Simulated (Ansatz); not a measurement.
Ideal-gas functions of BCl (`[B]Cl`) at 500 K and 1 bar, from an Ansatz frequency run at PBE0-D4/def2-TZVP.

Molar mass 46.26 g/mol, point group C∞v (symmetry number 1), electronic degeneracy 1, moments of inertia 24.452 u Å². Harmonic wavenumbers (cm⁻¹, unscaled): 845.

Use S(trans) = R[1.5 ln M + 2.5 ln T − 1.1517]; rotational temperatures θ = 24.2544 K / I; S(rot) = R[ln(T/σθ) + 1]; for each mode x = 1.438777 ν̃/T, S = R[x/(eˣ − 1) − ln(1 − e⁻ˣ)] and H = RT x/(eˣ − 1); 1 cm⁻¹ = 0.0119627 kJ/mol; R = 8.31446 J/(mol·K).

Question: By hand: the entropy, in J/(mol·K).

Answer: Translation 167.4. Rotation: θ = 0.9919 K, giving 60.1. Vibration, mode by mode: 2.71, in all 2.7. Electronic 0.0. Sum 230.2 J/(mol·K).

Question: By hand: H − E and G − E in kJ/mol, counted from the electronic energy.

Answer: Zero-point energy ½ × 845 × 0.0119627 = 5.1; thermal vibration 1.0; translation, rotation and pV give 3.5 RT = 14.6. H − E = 20.7 kJ/mol, and G − E = 20.7 − 500 × 230.2/1000 = -94.4 kJ/mol.

Vibration gives 1 % of the entropy.
